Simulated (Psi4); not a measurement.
# C2H3N (acetonitrile): methods side by side

C2H3N: 6 atoms, total charge 0, spin state singlet. As SMILES, `CC#N`. The shape was relaxed beforehand at PBE0/def2-TZVP.

```xyz
6

C    -0.3006    0.3246   -0.2328
C     0.5299   -0.6740    0.4096
N     1.1893   -1.4666    0.9167
H     0.1103    0.5817   -1.2101
H    -1.3131   -0.0589   -0.3668
H    -0.3444    1.2269    0.3788
```

Quantity: the dipole moment, in D. The values are calculated.

**What was measured.** NIST CCCBDB gives the dipole moment of the gas as 3.92 D.

```json
{"level": "PBE-D4/def2-TZVPP (density fitting)", "kind": "GGA", "program": "Psi4", "value (D)": "3.94", "computed − measured": "+0.02", "CPU time": "50 s"}
{"level": "r2SCAN-D4/def2-TZVPP (density fitting)", "kind": "meta-GGA", "program": "Psi4", "value (D)": "4.05", "computed − measured": "+0.13", "CPU time": "3.1 min"}
{"level": "B3LYP-D4/def2-TZVPP (density fitting)", "kind": "global hybrid", "program": "Psi4", "value (D)": "4.00", "computed − measured": "+0.08", "CPU time": "47 s"}
{"level": "wB97M-V/def2-TZVPP (density fitting)", "kind": "range-separated hybrid", "program": "Psi4", "value (D)": "4.00", "computed − measured": "+0.08", "CPU time": "3.3 min"}
```

Nearest: PBE-D4/def2-TZVPP (density fitting) (+0.02 D); farthest: r2SCAN-D4/def2-TZVPP (density fitting) (+0.13 D). The measured dipole is a vibrational average, so differences of a few hundredths of a debye mean little. Computed less measured by kind, in D (of the ab initio rows, those in def2-TZVPP): GGA +0.02; meta-GGA +0.13; global hybrid +0.08; range-separated hybrid +0.08. Magnitudes only. CPU times are rough (shared hosts, several kinds of processor and program).
